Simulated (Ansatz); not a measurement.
Basis-set extrapolation for C$_{6}$H$_{8}$, SMILES `CC1C=CC=C1` (PBE0-D4/def2-TZVP geometry, frozen core, the Gaussian-basis code of Ansatz). Multiplicity 1, RHF reference.

```
                      def2-TZVPP   def2-QZVPP
                 HF  -231.912321  -231.922543
    MP2 correlation    -0.978675    -1.039860
CCSD(T) correlation    -1.068251      not run
```

Energies in hartree. Use E(X) = E(∞) + A·exp(−7.88·√X) for Hartree–Fock and E(X) = E(∞) + B·X^(−2.97) for correlation, with X = 3 and 4, and add CCSD(T) minus MP2 of the smaller set to the MP2 limit.

Problem. What is the CCSD(T) energy at the basis-set limit?

Solution. HF limit: -231.922543 + (-0.010222) × 0.13774 = -231.92395. MP2 limit: -1.039860 + (-0.061185) × 0.74074 = -1.08518. Higher-order term: -1.068251 − (-0.978675) = -0.08958. Total: -233.09871 hartree, 310.2 kJ/mol below CCSD(T)/def2-TZVPP.
